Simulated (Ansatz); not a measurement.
## How far each method lies from full CI for Si₂, triplet

Geometry: a PBE0/def2-TZVP stationary point for this spin.

```yaml
atoms:
  - { symbol: Si, position_ang: [0.0000, 0.0000, 0.0000] }
  - { symbol: Si, position_ang: [0.0000, 0.0000, 2.2547] }
```

Basis cc-pVDZ; Ansatz 0.2.0. Only valence electrons are correlated (noble-gas cores frozen), which leaves 8 electrons in 26 orbitals. Prefix R: restricted or restricted open-shell reference; prefix U: unrestricted. Active spaces: valence = (8e, 8o) chosen from the atoms' valence shells.

Full CI is exact within this basis and frozen core; it isn't the basis-set limit. The frozen core follows each run's orbitals, which can shift R against U totals by a few meV.

For open shells CISD and CISDTQ are restricted-active-space CI with the open shells as a complete middle space.

```
UHF ⟨S²⟩                          : 2.015
T1 diagnostic (RCCSD)             : 0.0203
largest doubles amplitude (RCCSD) : 0.095
T1 diagnostic (UCCSD)             : 0.0180
```

```
                   level  E − E(full CI) (kJ/mol)  share of correlation (%)    wall time
                     RHF                    453.5                      0.00            –
                     UHF                    445.0                      1.88            –
                    RMP2                    108.8                     76.01            –
                    UMP2                    110.4                     75.65            –
                    CISD                     54.3                     88.02        1.4 s
                   RCCSD                     25.5                     94.38            –
                   UCCSD                     25.1                     94.46            –
                RCCSD(T)                      6.1                     98.66        2.5 s
                UCCSD(T)                      6.1                     98.65        3.2 s
                 BCCD(T)                      6.1                     98.66        2.9 s
                  RCCSDT                      1.8                     99.59            –
                  UCCSDT                      1.8                     99.60            –
                  CISDTQ                      2.5                     99.46         25 s
               RCCSDT(Q)                      0.3                     99.93        7.5 s
               UCCSDT(Q)                      0.3                     99.93          8 s
                 RCCSDTQ                      0.1                     99.97  28 s (H100)
                 UCCSDTQ                      0.1                     99.97  35 s (H100)
  CASSCF (valence space)                    311.1                     31.40            –
  NEVPT2 (valence space)                     73.8                     83.73        2.5 s
  MRCISD (valence space)                     22.4                     95.06            –
MRCISD+Q (valence space)                     -2.3                    100.50        3.4 s
```

The correlation energy at full CI, counted from RHF, is -4.700 eV. That run took 82 s on 2 threads of AMD EPYC 7R13 with a shared H100 80 GB, shared host over 27,934,456 determinants.

Times hold each run's SCF and search for its determinant on a shared host, so for small cases they say little of a method's own cost; rows without a card ran on 1 thread of AMD EPYC 7R13.

Not variational, and here over 5 meV under the exact energy: MRCISD+Q (valence space).

The full-CI state has the irrep B1g of D2h, in the program's axes (one component, if the state is degenerate).

Natural occupations of full CI about the gap: 1.946 1.906 1.891 0.968 0.968 0.070 0.070 0.050 0.019 0.019; effectively unpaired electrons, Σ n²(2−n)², 2.13.

Atomization energy (electronic, same basis, no zero-point term; atoms at the same level, unrestricted beside the R rows where the molecule is a closed shell, with restricted open-shell steps beyond CCSDT(Q)) at full CI: 257.9 kJ/mol. Errors of other levels:

```json
{"level": "RHF", "error (kJ/mol)": "-90.7"}
{"level": "UHF", "error (kJ/mol)": "-101.3"}
{"level": "RMP2", "error (kJ/mol)": "0.4"}
{"level": "UMP2", "error (kJ/mol)": "-2.7"}
{"level": "CISD", "error (kJ/mol)": "-44.0"}
{"level": "RCCSD", "error (kJ/mol)": "-17.3"}
{"level": "UCCSD", "error (kJ/mol)": "-17.6"}
{"level": "RCCSD(T)", "error (kJ/mol)": "-3.6"}
{"level": "UCCSD(T)", "error (kJ/mol)": "-3.8"}
{"level": "BCCD(T)", "error (kJ/mol)": "-3.6"}
{"level": "RCCSDT", "error (kJ/mol)": "-1.6"}
{"level": "UCCSDT", "error (kJ/mol)": "-1.6"}
{"level": "CISDTQ", "error (kJ/mol)": "-2.5"}
{"level": "RCCSDT(Q)", "error (kJ/mol)": "-0.3"}
{"level": "UCCSDT(Q)", "error (kJ/mol)": "-0.3"}
{"level": "RCCSDTQ", "error (kJ/mol)": "-0.1"}
{"level": "UCCSDTQ", "error (kJ/mol)": "-0.1"}
{"level": "CASSCF (valence space)", "error (kJ/mol)": "-17.8"}
{"level": "NEVPT2 (valence space)", "error (kJ/mol)": "2.7"}
{"level": "MRCISD (valence space)", "error (kJ/mol)": "-16.2"}
{"level": "MRCISD+Q (valence space)", "error (kJ/mol)": "-6.4"}
```

This basis is far from its limit, so the value isn't to be set against a measured one. Truncated CI isn't size-consistent, which counts against it in atomization.
